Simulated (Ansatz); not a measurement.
Active spaces for H2S, singlet

Calculated in Ansatz's Gaussian-basis code. Basis cc-pV(T+d)Z on S, cc-pVTZ on H, nonrelativistic, 5 orbitals frozen in the corrections. State-specific CASSCF; RHF is the lowest restricted (open-shell) Hartree–Fock solution met. No symmetry is imposed, so a solution can break that of the shape. Lower solutions, or ones in other orbitals, may exist.

Geometry. A bond is stretched, to 2.46 times the sum of the covalent radii.

```xyz
3

S     0.0000    0.0000    0.1021
H     0.0000    2.4357   -2.1959
H     0.0000   -0.9743   -0.8171
```

Q: What do CASSCF and its corrections give against RHF in CAS(8,6), and what are the occupations?

A: CASSCF -4.300 eV, SC-NEVPT2 -7.859 eV; occupations 2.00, 2.00, 1.98, 1.21, 0.79, 0.03.
